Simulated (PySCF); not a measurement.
# FH2Si: the cost of one run

Method: levels as typed in each script, gas phase, geometry from GFN2-xTB; program: PySCF 2.14.0.

**1. Starting geometry**

SMILES `F[SiH2]`, 4 atoms, charge 0, spin multiplicity 2.

Bond lengths: F1–Si2 1.621 Å, Si2–H3 1.447 Å, Si2–H4 1.448 Å. Angles: F1–Si2–H3 104.7°, F1–Si2–H4 104.7°, H3–Si2–H4 120.1°.

As a file:

```
atom    x (Å)    y (Å)    z (Å)
  F1  -1.0677   0.0000  -0.0285
 Si2   0.5490   0.0000   0.0902
  H3   0.9620   1.2539  -0.5031
  H4   0.9614  -1.2544  -0.5029
```

**2. Density, bond paths and surface potential (PBE0/6-311g**)**

Contents of input.py:

```python
import numpy as np
from pyscf import gto, scf, dft
from pyscf.scf import atom_ks, atom_hf
from scipy.linalg import block_diag

def solve(mol, dm0=None, hcore=None):
    mf = (dft.UKS if mol.spin else dft.RKS)(mol, xc='pbe0')
    mf.grids.level = 3
    mf = mf.density_fit(auxbasis='def2-universal-jkfit')
    mf.conv_tol, mf.max_cycle = 1e-8, 80
    if hcore is not None:
        mf.get_hcore = lambda *args: hcore
    mf.kernel(dm0)
    if not mf.converged:
        mf = mf.newton().run(mf.mo_coeff, mf.mo_occ, max_cycle=30)
    assert mf.converged, 'SCF not converged'
    return mf

mol = gto.M(atom='''
F     -1.06769     0.00003    -0.02854
Si     0.54899     0.00001     0.09021
H      0.96196     1.25388    -0.50314
H      0.96144    -1.25437    -0.50293
''', basis='6-311g**', charge=0, spin=1, verbose=4)
mf = solve(mol)
mf.analyze()
# spherically averaged free atoms, for the promolecule
atm = atom_ks.get_atm_nrks(mol, xc='pbe0')
pro = block_diag(*[(atm[a[0]][2] * atm[a[0]][3]) @ atm[a[0]][2].T for a in mol._atom])
np.savez('result.npz', e=mf.e_tot, c=mf.mo_coeff, occ=mf.mo_occ, eps=mf.mo_energy, pro=pro, dip=mf.dip_moment(verbose=0), s2=mf.spin_square()[0])
```

The run is started by

```
OMP_NUM_THREADS=1 python input.py
```

**Question.** How long does this run take on 1 thread of Intel Xeon 6975P-C (Granite Rapids), shared host, and how much memory does it need?

About 3.4 s, with a peak of 0.24 GiB.
